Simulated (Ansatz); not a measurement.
**singlet BN: levels of theory in one basis**

```xyz
2

B     0.0000    0.0000    0.0000
N     0.0000    0.0000    1.5400
```

Basis set: def2-SVP (spherical functions). Frozen core: 2 orbitals. Charge 0, multiplicity 1.

Computed with Ansatz (development build ahead of 0.2.0); each method stands on the lowest determinant of its kind that the runs found.

```tsv
method	E − E(RHF) (eV)	<S²> of the determinant
RHF	0.00	0.00
UHF	-2.41	1.65
RHF-MP2	-4.52	–
```

Problem. What does UHF-MP2 give on the same scale?

Solution. -6.24 eV.

Problem. Is a single determinant a sound starting point here?

Solution. It is doubtful. Unrestricted orbitals lower Hartree–Fock by 2.41 eV and <S²> is 1.65 where a pure state has 0.00, a sign of strong static correlation.

Caution for RHF, RHF-MP2: an unrestricted determinant lies well below. Caution for UHF, UHF-MP2: the unrestricted determinant is a mixture of spin states. Caution for RHF-MP2, UHF-MP2: bonds are stretched, where a single reference can fail. Caution for RHF-MP2: other determinants can give a lower correlated total.
